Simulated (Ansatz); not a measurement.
**BN, triplet in cc-pVTZ: errors against UCCSDT(Q)**

Geometry: a PBE0/def2-TZVP stationary point for this spin.

```tsv
atom	x (Å)	y (Å)	z (Å)
B	0.0000	0.0000	0.0000
N	0.0000	0.0000	1.3155
```

Basis cc-pVTZ; Ansatz 0.2.0. Only valence electrons are correlated (noble-gas cores frozen), which leaves 8 electrons in 58 orbitals. R marks a restricted (for open shells ROHF) determinant, U an unrestricted one. Active spaces: valence = (8e, 8o) chosen from the atoms' valence shells.

Full CI isn't at hand for all of this; UCCSDT(Q) serves as the reference, and is uncertain by the last step of the cluster series or more. The frozen core follows each run's orbitals, which can shift R against U totals by a few meV.

For open shells CISD is restricted-active-space CI with the open shells as a complete middle space.

```
UHF ⟨S²⟩                          : 2.046
T1 diagnostic (RCCSD)             : 0.0374
largest doubles amplitude (RCCSD) : 0.074
T1 diagnostic (UCCSD)             : 0.0425
```

```tsv
level	E − E(RHF) (eV)
UHF	-0.1232
RMP2	-6.1711
UMP2	-6.0957
RCCSD	-6.6175
UCCSD	-6.6183
RCCSD(T)	-6.9669
UCCSD(T)	-6.9621
```

Estimate how far UCCSDT(Q) in cc-pVTZ lies from RCCSD(T). The table doesn't fix it; the size of (T) and the diagnostics are the guide.

UCCSDT(Q) in cc-pVTZ lies 1.52 kcal/mol below RCCSD(T), which is 19 % of the (T) step (-8.06 kcal/mol). T1 is raised, but (T) still catches most of what CCSD lacks. The miss exceeds 1 kcal/mol.

The other levels:

| level | E − E(UCCSDT(Q)) (kcal/mol) | share of correlation (%) | wall time |
| --- | --- | --- | --- |
| CISD | 17.05 | 89.49 | 3.4 s |
| BCCD(T) | 1.61 | 99.01 | 4 s |
| RCCSDT | 0.72 | 99.56 | – |
| UCCSDT | 0.69 | 99.57 | – |
| RCCSDT(Q) | 0.21 | 99.87 | 57 s |
| CASSCF (valence space) | 101.81 | 37.22 | – |
| NEVPT2 (valence space) | 18.92 | 88.33 | 3.1 s |
| MRCISD (valence space) | 5.84 | 96.40 | – |
| MRCISD+Q (valence space) | 1.07 | 99.34 | 5.5 s |
| MRCISD+Q(relaxed) (valence space) | 0.35 | 99.79 | 6 s |

The correlation energy at UCCSDT(Q), counted from RHF, is -7.033 eV. That run took 51 s on 1 thread of AMD EPYC 7B13, shared host.

Times hold each run's SCF and search for its determinant on a shared host, so for small cases they say little of a method's own cost; they ran on 1 thread of AMD EPYC 7B13.

Natural occupations of CASSCF (valence space) about the gap: 1.987 1.964 1.935 1.007 0.985 0.068 0.034 0.020; effectively unpaired electrons, Σ n²(2−n)², 2.04.

Atomization energy (electronic, same basis, no zero-point term; atoms at the same level, unrestricted beside the R rows where the molecule is a closed shell, with restricted open-shell steps beyond CCSDT(Q)) at UCCSDT(Q): 408.5 kJ/mol. Errors of other levels:

```
                            level  error (kJ/mol)
                              RHF          -184.8
                              UHF          -191.9
                             RMP2            24.8
                             UMP2            16.8
                             CISD           -58.7
                            RCCSD           -27.8
                            UCCSD           -28.5
                         RCCSD(T)            -3.9
                         UCCSD(T)            -4.8
                          BCCD(T)            -4.3
                           RCCSDT            -2.5
                           UCCSDT            -2.8
                        RCCSDT(Q)            -0.5
           CASSCF (valence space)           -22.3
           NEVPT2 (valence space)            -1.4
           MRCISD (valence space)           -12.7
         MRCISD+Q (valence space)            -6.4
MRCISD+Q(relaxed) (valence space)            -3.8
```

This basis is far from its limit, so the value isn't to be set against a measured one. Truncated CI isn't size-consistent, which counts against it in atomization.
